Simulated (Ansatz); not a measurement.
# fcc Rh

All values below come from r²SCAN (Ansatz, a program for electronic structure, PAW).

Numerical settings: plane-wave cutoff 500 eV, 4×4×4 k mesh, Fermi–Dirac smearing 0.1 eV, cell of 108 sites, scalar-relativistic PAW data made under PBE.

Cell: relaxed at this level.

```yaml
vacancy_formation_energy: 1.83 eV
vacancy_formation_energy_before_relaxation: 1.92 eV
```

Note: energies are extrapolated to zero smearing, and mesh and cell size move such values by some hundredths of an eV or more.

The computed numbers hold no vibrational or temperature effects.

The result took around 7 core-hours (rough).
